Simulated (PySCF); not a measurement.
HSE06 single point of doublet PH4 at its PBE0 minimum.

Input, equivalent to the run apart from its starting density:

```python
from pyscf import gto, scf, dft
mol = gto.M(atom='''
P      0.000000    -0.000000    -0.045708
H      0.000000     1.515622    -0.160719
H     -0.000000    -1.515622    -0.160719
H      1.078048    -0.000000     0.863104
H     -1.078048     0.000000     0.863104''',
    basis={'P': 'def2-TZVP', 'H': 'def2-TZVP'},
    charge=0, spin=1)
mf = dft.UKS(mol, xc='HSE06')
mf.grids.atom_grid = (75, 302)
aux = {'P': 'def2-universal-JKFIT', 'H': 'def2-universal-JKFIT'}
mf = mf.density_fit(auxbasis=aux)
mf.conv_tol = 1e-08
mf.diis_space = 10
mf.max_cycle = 60
mf.verbose = 4
mf.kernel()
```

Excerpt of the output:

```
init E= -343.55167989672
cycle= 1 E= -343.55170339704  delta_E= -2.35e-05  |g|= 0.00205  |ddm|= 0.0138
cycle= 2 E= -343.55170369243  delta_E= -2.95e-07  |g|= 0.000802  |ddm|= 0.0013
cycle= 3 E= -343.551703766571  delta_E= -7.41e-08  |g|= 0.000135  |ddm|= 0.00057
cycle= 4 E= -343.551703777074  delta_E= -1.05e-08  |g|= 2.41e-05  |ddm|= 0.000204
cycle= 5 E= -343.55170377755  delta_E= -4.76e-10  |g|= 2.03e-06  |ddm|= 6.78e-05
Extra cycle  E= -343.551703777557  delta_E= -7.62e-12  |g|= 9.77e-07  |ddm|= 8.08e-06
converged SCF energy = -343.551703777557  <S^2> = 0.75908646  2S+1 = 2.0090659
```

This run, together with those of the ionised and electron-attached species (not shown), took 4.4 s on 2 threads of a shared Intel Xeon Platinum 8259CL @ 2.50GHz (Skylake/Cascade Lake) host, with 61 basis functions; the process peaked at 0.82 GiB. Launch command: `OMP_NUM_THREADS=2 python axn.py task.json out`.
